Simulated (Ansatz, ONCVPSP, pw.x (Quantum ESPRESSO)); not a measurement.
**Al (fcc): variants of one ONCV potential in the solid**

ONCVPSP 4.0.1.1 (patched build) input, shortened (lines: element, Z, core and valence counts, functional; n l f; lmax; l rc ep ncon nbas qcut; lloc lpopt rc5 dvloc0; l nproj debl; icmod fcfact rcfact), PBE, scalar-relativistic:

```
  Al 13.00    3    1        4      upf
    1    0    2.00
    2    0    2.00
    2    1    6.00
    3    0    2.00
    2
    0    1.90    0.00    5    9    4.40
    1    2.05    0.29    4    8    4.80
    2    2.05    0.40    3    6    4.70
    4    5    1.60    0.00
    0    2    2.90
    1    2    0.60
    2    2    3.60
    1    0.25    0.00
```

In the p channel the program set the typed energies aside and used 0.050, 0.650 Ha.

Crystal test: fcc Al in pw.x 7.5, no spin, 14³ k-points, Fermi–Dirac smearing 0.01 Ry, cutoffs set for each file from its atomic test. The reference is all-electron LAPW (Ansatz 0.2.0) with the same functional, mesh and smearing; V0 and B0 come from Birch–Murnaghan fits to the pressures at five volumes. Errors are pseudo minus all-electron; Δ is the rms difference of the E(V) curves that follow from these fits, minima aligned, over ±6 % about the mean V0. Mesh and smearing are coarse, so the numbers serve the comparison and aren't converged zero-temperature values; the lattice is a test structure that the element need not adopt.

All-electron: a0 = 4.040 Å (V0 = 16.49 Å³/atom), B0 = 76.6 GPa.

```tsv
change	cutoffs (Ry)	pw.x	a0 (Å)	a0 error (%)	B0 error (%)	Δ (meV/atom)	mean pressure error (GPa)
base	50/200	converged; energies reset by the program	4.029	-0.29	+0.0	2.5	-0.67
p: debl 0.25	50/200	converged; energies reset by the program	4.030	-0.26	-0.3	2.2	-0.59
p: debl 0.45	50/200	converged; energies reset by the program	4.029	-0.28	-0.1	2.3	-0.63
p: debl 1.7	50/200	converged; energies reset by the program	4.024	-0.40	+0.9	3.3	-0.91
p: debl 3.95	50/200	converged; energies reset by the program	4.017	-0.59	+2.4	4.9	-1.34
```

(1) Give the row for: p: debl 0.8.

Results:

(1) pw.x: converged; energies reset by the program; mean pressure error (GPa): -0.71; a0 (Å): 4.028; a0 error (%): -0.31; B0 error (%): +0.2; Δ (meV/atom): 2.6.
